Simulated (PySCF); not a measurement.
Consider methylamidogen, `C[NH]` (CH4N•, doublet). Optimised structure (Å), atoms numbered from 1:
```
C    -0.3624   -0.0281   -0.0128
N     0.9425   -0.4396   -0.4117
H    -0.4920   -0.0724    1.0886
H    -1.1381   -0.6554   -0.4772
H    -0.5610    1.0290   -0.2870
H     1.6166    0.1764    0.0621
```

Energies: PBE0-D3(BJ)/ma-def2-TZVP (PySCF, density fitting, integration grid level 2) on PBE0-D3(BJ)/ma-def2-SVP structures. The prefix ma- adds one diffuse s and one diffuse p function on all atoms but H. Thermal corrections: PBE0-D3(BJ)/ma-def2-SVP frequencies, unscaled, ideal gas at 298.15 K and 1 bar, quasi-RRHO entropy.

**Question.** What are the vertical and the adiabatic electron affinity for forming the singlet anion?

**Answer.** 0.12 eV vertical and 0.25 eV adiabatic, the latter with zero-point energy.

**Question.** What reduction potential follows in dichloromethane (IEF-PCM), given that Fc+/Fc comes at 4.56 V absolute with this functional and basis?

**Answer.** In the gas phase −ΔG of reduction is 0.227 eV, and solvation is -16.1 kJ/mol for the parent and -271.1 kJ/mol for the product, so the absolute potential is 2.87 V, or -1.69 V against Fc+/Fc. Fc+/Fc in dichloromethane, 4.56 V, is PBE0-D3(BJ)/ma-def2-TZVP on PBE0-D3(BJ)/def2-SVP structures with GFN2-xTB thermal terms. Benchmark calculations put it near 5.0 V in acetonitrile and DMSO, so it is about 0.4 V low, and the value against it can read up to that much too high. The solvent is electrostatics only, on gas-phase structures; the absolute scale refers to an electron at rest in vacuum.
